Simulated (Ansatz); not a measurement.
# CHNO, SMILES N#CO: a relaxed scan of one distance

With the Ansatz DFT code, driven from Python.

Run as a notebook:

**Cell 1**
```python
import ansatz as az
import numpy as np
```

**Cell 2**
```python
config = {
    "basis_set": "def2-SVP",
    "functional": "PBE",
}

geometry_ang = [
    ("N", (-1.3103, -0.2116, 0.886)),
    ("C", (-0.4569, 0.1104, 0.209)),
    ("O", (0.5641, 0.4011, -0.5575)),
    ("H", (1.2587, -0.3603, -0.5578)),
]
geometry = az.Crystal.molecule()
for symbol, xyz in geometry_ang:
    geometry = geometry.atom(symbol, xyz)
```

**Cell 3**
```python
job = geometry.calculation()
job = job.basis(gaussian=config["basis_set"])
job = job.functional(config["functional"])
symbols = [site.symbol for site in geometry.cartesian_sites]
pairs = [(0, 1), (1, 2), (2, 3)]
print("held (A)   E (eV)        ", "  ".join(f"{symbols[i]}{i}-{symbols[j]}{j}" for i, j in pairs))
for length in [1.2, 1.31, 1.41, 1.57, 1.77]:
    report = job.relax(constraints=[az.DistanceConstraint((1, 2), at=length)], force_tolerance=0.02, max_steps=60).run(threads=1).report
    xyz = np.array(report["positions_ang"])
    print(f"{length:6.2f} {report['free_energy_ev']:14.5f}  ", "  ".join(f"{np.linalg.norm(xyz[i] - xyz[j]):.3f}" for i, j in pairs))
```
Output:
```text
held (A)   E (eV)         N0-C1  C1-O2  O2-H3
DeckWarning: relax.constraints: the input's atoms, or those drawn, lie off the distances that are held; a relaxation that starts there is brought onto them ahead of its first SCF, by positions alone, an atom by 5.47e-2 Å at the most. With the symmetry [...]
  1.20    -4580.13090   1.179  1.200  0.980
  1.31    -4580.45948   1.176  1.310  0.980
  1.41    -4580.22593   1.174  1.410  0.981
  1.57    -4579.41431   1.174  1.570  0.984
  1.77    -4578.23698   1.175  1.770  0.987
```

Reading the output:
- Total energies depend on the basis set; only differences at equal settings carry meaning.
- Warnings are shown shortened and without file and line.
- The energies are electronic: no zero-point or thermal terms, and the basis set is short of its limit.
- Wall time of the script: 26 s on 1 thread of Arm Neoverse V2 (shared host), peak memory 0.19 GiB.

(Lines on the test bed's own set-up are left out of the output.)
